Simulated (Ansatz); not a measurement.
**BH₄+ (singlet): wave-function methods side by side at distance B1–H3 = 1.474 Å, cc-pVDZ**

An exercise on one series of results from a longer session: the logs are not shown, and one member is left open.

Method: cc-pVDZ, core rule «outside noble gas», up to 1 orbitals frozen; program: Ansatz 0.2.0, Gaussian basis.

The runs, in order: UHF; CCSD(T) on RHF; BCCD(T) on RHF; CISD; CCSDT(Q) on RHF; CASSCF and MRCISD+Q, 2 electrons in 2 orbitals; CASSCF and NEVPT2, 2 electrons in 2 orbitals; CASSCF and MRCISD+Q, 6 electrons in 8 orbitals; CASSCF and NEVPT2, 6 electrons in 8 orbitals; Full CI.

21 further runs of the same task are left out: 1 for a mislabelled method, 15 that didn't finish, 5 set aside as unsound or not needed.

## What is computed

The geometry derives from a PBE0/def2-TZVP stationary point (not a proven minimum). One bond is set to the value named and the two fragments are kept rigid.

5 atoms, charge 1, spin multiplicity 1.

Atoms are counted from 1 here; the program's logs count them from 0.

Bond lengths: B1–H2 1.210 Å, B1–H4 1.210 Å, B1–H5 1.210 Å. Angles: H2–B1–H4 90.0°, H2–B1–H5 180.0°, H4–B1–H5 90.0°.

The first run:

Contents of in.yaml:

```yaml
crystal:
  periodic: [false, false, false]
  atoms:
    - {symbol: B, position_ang: [0.000316, 0.012583, -0.012749]}
    - {symbol: H, position_ang: [-0.015267, 0.874010, 0.837083]}
    - {symbol: H, position_ang: [-0.025656, -1.022684, 1.036166]}
    - {symbol: H, position_ang: [0.021639, 0.862550, -0.873921]}
    - {symbol: H, position_ang: [0.015899, -0.848843, -0.862582]}
basis:
  gaussian: {orbitals: cc-pVDZ}
total_charge: 1
magnetization: {spin_polarized: true, initial_magnetization: 0}
hamiltonian: {xc: hf}
output: {orbitals: {seedname: orbitals}}
```

Run with:

```bash
$ ansatz run in.yaml --threads 1 --pin off --events-out ev --progress --plain --max-ram 2393MiB
```

Steps of the session up to this table: UHF; CCSD(T) on RHF; BCCD(T) on RHF; CISD; CCSDT(Q) on RHF; CASSCF and MRCISD+Q, 2 electrons in 2 orbitals; CASSCF and NEVPT2, 2 electrons in 2 orbitals; CASSCF and MRCISD+Q, 6 electrons in 8 orbitals; CASSCF and NEVPT2, 6 electrons in 8 orbitals; Full CI.

One of the session's tables, all rows but one given; the rest of the session is left out.

It belongs to the step «Misses and costs». 

```
          method  from FCI (meV)
             RHF               ?
            RMP2          +854.4
            CISD          +245.8
           RCCSD          +106.4
        RCCSD(T)           +23.1
         BCCD(T)           +23.1
          RCCSDT            +6.2
       RCCSDT(Q)            +1.2
     CASSCF pair         +3112.4
     NEVPT2 pair          +714.3
     MRCISD pair          +159.0
   MRCISD+Q pair           -19.3
  CASSCF valence         +1639.8
  NEVPT2 valence          +447.7
  MRCISD valence           +55.3
MRCISD+Q valence            +8.8
             FCI               0
```

**Question.** Estimate the row for RHF.

As computed: from FCI (meV): +3819.3. In the column «from FCI (meV)» it is the highest.

Caveats from the session: MRCISD+Q pair falls below full CI: the +Q correction isn't variational, and the cores differ from full CI's.
